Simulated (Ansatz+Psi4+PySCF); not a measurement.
## doublet C2H2F: levels of theory in one basis

```yaml
atoms:
  - { symbol: C, position_ang: [0.4005, -0.1194, 0.1300] }
  - { symbol: C, position_ang: [-0.1023, -0.7899, -0.8985] }
  - { symbol: F, position_ang: [-0.2840, 0.8755, 0.7419] }
  - { symbol: H, position_ang: [-1.0860, -0.5650, -1.2901] }
  - { symbol: H, position_ang: [0.4798, -1.5774, -1.3571] }
```

Basis set: cc-pVTZ (spherical functions). Correlated methods keep 3 orbitals frozen. Correlation on ROHF uses semicanonical orbitals with singles. Charge 0, multiplicity 2.

Computed with Ansatz (development build ahead of 0.2.0) and Psi4 1.11; each method stands on the lowest determinant of its kind that the runs found.

```
  method  E − E(ROHF) (eV)  <S²> of the determinant
    ROHF              0.00                     0.75
     UHF             -0.26                     0.99
ROHF-MP2            -14.82                        –
```

(1) What does UHF-MP2 give on the same scale?

Answers

(1) -14.54 eV.

Caution for UHF, UHF-MP2: the unrestricted determinant is spin contaminated.
